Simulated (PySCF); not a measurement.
How good is the calculation?

Geometry:
```csv
atom,x (Å),y (Å),z (Å)
N1,3.564,0.698,0.033
C2,2.434,0.477,0.022
C3,1.034,0.202,0.009
C4,0.118,1.251,0.103
C5,-1.238,0.977,0.090
C6,-1.684,-0.333,-0.017
C7,-0.773,-1.375,-0.111
C8,0.586,-1.114,-0.098
H9,0.479,2.268,0.186
H10,-1.950,1.790,0.164
H11,-2.747,-0.542,-0.026
H12,-1.123,-2.397,-0.194
H13,1.306,-1.919,-0.171
```

Published estimates (parent shift plus substituent increments) and measurements: δ 1H H9/H13 7.62; H11 7.54; H10/H12 7.44 ppm (measured; solution, CCl4; Shapiro, Mohrmann, J. Phys. Chem. Ref. Data 1977, 6, 919).
δ 13C C6 132.8; C4/C8 132.0; C5/C7 129.2; δ 1H H9/H13 7.66; H11 7.62; H10/H12 7.48 ppm (estimated from measurements, as parent shift plus tabulated substituent increment; solution, not stated per compound (mostly CDCl3 or CCl4); Pretsch, Buehlmann, Badertscher, Structure Determination of Organic Compounds, 4th ed. (2009)).
δ 1H H9/H13 7.60; H11 7.56; H10/H12 7.44 ppm (measured; solution, CCl4, 309 K; Shapiro, Mohrmann, J. Phys. Chem. Ref. Data 1977, 6, 919).
δ 13C C6 132.4; C4/C8 132.1; C5/C7 129.1; C3 113.1 ppm (estimated from measurements, as parent shift plus tabulated substituent increment; solution, CCl4; Levy, Lichter, Nelson pp. 111-112; Breitmaier, Voelter pp. 256-258, as tabulated by Wired Chemist).

PySCF 2.14 calculation with shielding tensors at B97-2/pcSseg-2 (GIAO) and coordinates at the PBE0-D3(BJ)/def2-TZVP level; no relativistic terms, equivalent nuclei averaged, gas phase, one computed conformer.

(1) Set the calculated values beside the experiment.

(2) How far are the unscaled 1H shifts from the references?

(3) How far are the unscaled 13C shifts from the references?

Answers

(1) 
Reference values: measured (solution, CCl4; Shapiro, Mohrmann, J. Phys. Chem. Ref. Data 1977, 6, 919).
```tsv
atoms	quantity	reference	computed	computed, scaled
H9/H13	δ 1H	7.62	7.94	7.59
H11	δ 1H	7.54	7.79	7.45
H10/H12	δ 1H	7.44	7.71	7.37
```

Reference values: estimated from measurements, as parent shift plus tabulated substituent increment (solution, not stated per compound (mostly CDCl3 or CCl4); Pretsch, Buehlmann, Badertscher, Structure Determination of Organic Compounds, 4th ed. (2009)).
```csv
atoms,quantity,reference,computed,"computed, scaled"
C6,δ 13C,132.8,138.6,131.6
C4/C8,δ 13C,132.0,140.6,133.6
C5/C7,δ 13C,129.2,135.4,128.6
H9/H13,δ 1H,7.66,7.94,7.59
H11,δ 1H,7.62,7.79,7.45
H10/H12,δ 1H,7.48,7.71,7.37
```

Reference values: measured (solution, CCl4, 309 K; Shapiro, Mohrmann, J. Phys. Chem. Ref. Data 1977, 6, 919).
```json
{"atoms": "H9/H13", "quantity": "δ 1H", "reference": "7.60", "computed": "7.94", "computed, scaled": "7.59"}
{"atoms": "H11", "quantity": "δ 1H", "reference": "7.56", "computed": "7.79", "computed, scaled": "7.45"}
{"atoms": "H10/H12", "quantity": "δ 1H", "reference": "7.44", "computed": "7.71", "computed, scaled": "7.37"}
```

Reference values: estimated from measurements, as parent shift plus tabulated substituent increment (solution, CCl4; Levy, Lichter, Nelson pp. 111-112; Breitmaier, Voelter pp. 256-258, as tabulated by Wired Chemist).
```
atoms  quantity  reference  computed  computed, scaled
   C6     δ 13C      132.4     138.6             131.6
C4/C8     δ 13C      132.1     140.6             133.6
C5/C7     δ 13C      129.1     135.4             128.6
   C3     δ 13C      113.1     120.4             114.1
```

Computed shifts are σ(ref) − σ with the named reference compound (TMS for H and C) calculated as an isolated molecule at the same level. The measured values may be among those fitted. Expected solution values come from regression of measured δ (H and C: mostly CDCl3, vs TMS) on computed σ: 1H: δ = 29.81 − 0.938σ (rms 0.14 ppm, 293 shifts, 0.16 ppm with the 4 outliers that the fit left out); 13C: δ = 176.83 − 0.965σ (rms 2.0 ppm, 507 shifts, 2.1 ppm with the 1 outlier that the fit left out). A few per cent of atoms miss by over 2 rms, more outside the fitted compound classes.

(2) Mean signed difference +0.26 ppm, mean absolute 0.26 ppm over 9 comparisons; the largest is +0.34 ppm at H9/H13 (hydrogen on an aromatic CH).

(3) Mean signed difference +6.99 ppm, mean absolute 6.99 ppm over 7 comparisons; the largest is +8.6 ppm at C4/C8 (aromatic CH).

16 of the 32 published NMR values on file for this molecule are compared. The rest: values whose atom or origin is in doubt.
